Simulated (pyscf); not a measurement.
Single points on ωB97X-D3(BJ)/def2-SVP structures (PySCF, gas phase).

### Question
H₂B–CH=CH₂ + hydrogen (H₂) → H₂B–CH₂–CH₃
Surface: singlet. Broken: H–H. Formed: C–H, C–H. Give ΔE‡ and ΔE from ωB97M-D3(BJ)/def2-TZVP, relative to the separated reactants.

### Answer
ΔE‡ = 248.1 kJ/mol, ΔE = -144.3 kJ/mol. Zero-point energy shifts the barrier by +14.0 kJ/mol. It is an addition across a multiple bond or ene-type step, with an imaginary mode of 1707i cm⁻¹. At the saddle there is also a short C–H contact that neither side keeps. H₂B–CH₂–CH₃ lies 62.9 kJ/mol over its isomer H₃C–BH–CH₃ (electronic energy, ωB97M-D3(BJ)/def2-TZVP). One saddle was located; it need not be the lowest between these sides.
